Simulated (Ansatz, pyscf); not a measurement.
H₂N–BH–NH₂ -> H₂B–NH–NH₂, a concerted two-bond exchange on the singlet surface: B–N, H–N broken, N–N, B–H formed. Structures and frequencies: ωB97X-D3(BJ)/def2-SVP in PySCF. Wave-function energies: Ansatz (a quantum-chemistry and plane-wave program), frozen core, RHF or UHF references. In kJ/mol, from the reactant's lowest minimum found.

| level | barrier | reaction energy |
|---|---|---|
| ωB97M-D3(BJ)/def2-TZVP | 735.38 | +257.88 |
| r²SCAN/def2-TZVP | 689.82 | +261.31 |
| CCSD(T)/cc-pV(D+d)Z | 707.65 | +237.50 |
| CCSDT(Q)/cc-pV(D+d)Z | 700.97 | +237.29 |
| CCSD(T)/cc-pV(T+d)Z | 716.17 | +256.05 |
| CCSD(T)/cc-pV(Q+d)Z | 716.25 | +259.82 |

In cc-pV(D+d)Z, going from CCSD(T) to CCSDT(Q) shifts the barrier by -6.68 and the reaction energy by -0.22 kJ/mol. With HF in the quadruple-zeta basis and the correlation energy extrapolated as X⁻³ from X = 3, 4, CCSD(T) gives 717.00 and +261.25; adding the double-zeta shift gives ΔE‡ = 710.32 and ΔE = +261.04 kJ/mol, without core correlation, relativity or geometry relaxation at these levels. On the product side the descent ends in a point that may be a rotor saddle (no frequency run), 5.34 kJ/mol over the lowest minimum found and 494.65 kJ/mol under the saddle at ωB97X-D3(BJ)/def2-TZVP. At ωB97X-D3(BJ)/def2-TZVP the barrier from the zero used here is 752.14 kJ/mol. From the product side, [H₂B–NH]• + NH₂• lies, by one bond made or cut, 132.81 kJ/mol under this saddle at ωB97M-D3(BJ)/def2-TZVP. The same reactants have a lower exit, to HB=NH + NH₃ (barrier +249.75 kJ/mol at ωB97M-D3(BJ)/def2-TZVP, against +735.38 kJ/mol here). One saddle was located; it need not be the lowest between these sides. A restricted solution here is unstable towards spin polarisation, so biradical character is likely and single-reference numbers are less safe. The largest closed-shell T1 diagnostic is 0.030, which may signal static correlation.
